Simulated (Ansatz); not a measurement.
Basis-set extrapolation for C2F3O, SMILES `F[C]1OC1(F)F` radical (PBE0-D4/def2-TZVP geometry, frozen core, Ansatz 0.2.0). Multiplicity 2, UHF reference.

```csv
,def2-TZVPP,def2-QZVPP
HF,-448.995738,-449.015171
MP2 correlation,-1.251421,-1.361322
CCSD(T) correlation,-1.301961,not run
```

Energies in hartree. Use E(X) = E(∞) + A·exp(−7.88·√X) for Hartree–Fock and E(X) = E(∞) + B·X^(−2.97) for correlation, with X = 3 and 4, and add CCSD(T) minus MP2 of the smaller set to the MP2 limit.

Task: What is the CCSD(T) energy at the basis-set limit?

Result: HF limit: -449.015171 + (-0.019433) × 0.13774 = -449.01785. MP2 limit: -1.361322 + (-0.109901) × 0.74074 = -1.44273. Higher-order term: -1.301961 − (-1.251421) = -0.05054. Total: -450.51112 hartree, 133.9 kcal/mol below CCSD(T)/def2-TZVPP.
